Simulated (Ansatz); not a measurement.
Relaxation of C$_{3}$H$_{7}$NO (12 atoms, charge 0, multiplicity 1), to a largest force component of 0.015 eV/Å in at most 40 steps.

Theory: Ansatz, RKS PBE/6-31G*.

```xyz
12
Properties=species:S:1:pos:R:3
C -0.883 -1.004 0.010
C 0.031 0.178 0.282
N 1.388 -0.301 0.223
C -0.060 1.286 -0.763
O -0.206 2.462 -0.495
H -1.966 -0.582 0.004
H -0.818 -1.746 0.757
H -0.712 -1.389 -0.993
H -0.170 0.624 1.312
H 2.046 0.471 0.507
H 1.545 -1.005 0.986
H -0.117 0.950 -1.795
```

Q: Where does it end, and by what steps?

A: The run converged. After 16 steps the energy has fallen by 0.344 eV; O5 moved furthest, 0.59 Å.

| step | energy less start (eV) | largest force component (eV/Å) | accepted |
| --- | --- | --- | --- |
| 0 | 0.0000 | 2.660 | yes |
| 1 | -0.1006 | 2.486 | yes |
| 2 | -0.2753 | 1.032 | yes |
| 3 | -0.2991 | 0.769 | yes |
| 4 | -0.3178 | 0.293 | yes |
| 5 | -0.3207 | 0.202 | yes |
| 6 | -0.3315 | 0.203 | yes |
| 7 | -0.3390 | 0.076 | yes |
| 8 | -0.3366 | 0.723 | no |
| 9 | -0.3416 | 0.043 | yes |
| 10 | -0.3431 | 0.038 | yes |
| 11 | -0.3424 | 0.253 | no |
| 12 | -0.3430 | 0.095 | no |
| 13 | -0.3432 | 0.049 | yes |
| 14 | -0.3434 | 0.065 | yes |
| 15 | -0.3435 | 0.040 | yes |
| 16 | -0.3435 | 0.005 | yes |

```xyz
12
Properties=species:S:1:pos:R:3
C -0.935 -0.899 0.044
C 0.087 0.219 0.318
N 1.446 -0.322 0.193
C -0.107 1.288 -0.757
O -0.764 2.305 -0.614
H -1.964 -0.510 0.094
H -0.832 -1.700 0.798
H -0.763 -1.343 -0.951
H -0.152 0.691 1.296
H 2.125 0.350 0.569
H 1.531 -1.166 0.770
H 0.406 1.034 -1.727
```

Run time: 61 s on 1 thread of Arm Neoverse V1, with other jobs on the host, peak memory 0.17 GiB.
